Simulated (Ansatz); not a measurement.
Reaction (isomerisation): `CC/C=C(/O)F` → `C=CCOCF`

Isolated molecules relaxed with PBE0-D4/def2-TZVP in Ansatz; ΔE leaves out vibrations. CCSD(T)/CBS adds triple-zeta CCSD(T) − MP2 to the extrapolated MP2 energy (def2 sets, frozen cores). Functionals use def2-TZVPP. Each species was taken in one conformer, which may not be the lowest.

`CC/C=C(/O)F`:

Cartesian coordinates in Å:
```
C -0.387 0.861 -1.660
C 0.423 0.817 -0.369
C -0.261 0.048 0.711
C 0.219 -1.041 1.285
O -0.339 -1.699 2.308
F 1.382 -1.600 0.915
H -1.374 1.300 -1.491
H -0.537 -0.145 -2.060
H 0.119 1.458 -2.422
H 1.407 0.384 -0.564
H 0.601 1.843 -0.026
H -1.226 0.385 1.072
H -0.028 -2.611 2.300
```

`C=CCOCF`:

Z-matrix (Å, degrees):
```
C
C 1 1.486
O 1 1.423 2 108.7
H 1 1.097 2 110.1 3 119.6
H 1 1.098 2 110.8 3 -120.8
C 2 1.324 1 124.0 3 127.9
H 2 1.087 1 115.6 3 -53.4
C 3 1.363 1 114.0 2 -179.6
H 6 1.086 2 121.5 1 -1.9
H 6 1.083 2 121.6 1 177.7
F 8 1.384 3 111.4 1 -70.7
H 8 1.091 3 107.6 1 171.4
H 8 1.099 3 112.2 1 48.2
```

| level | ΔE (kJ/mol) |
| --- | --- |
| B2PLYP | 51.6 |
| MP2/CBS(def2) | 59.1 |

Question: What does CCSD(T)/CBS give? (Best estimate.)

Answer: Computed: +51.7 kJ/mol. The listed levels differ from it by -0.1, 7.4 kJ/mol.

Largest T1 diagnostic among the species: 0.011.

In def2-TZVPP, CCSD(T) changes the Hartree–Fock value by +13.2 kJ/mol (the triples alone add +1.2 kJ/mol) and MP2 by +20.5 kJ/mol.
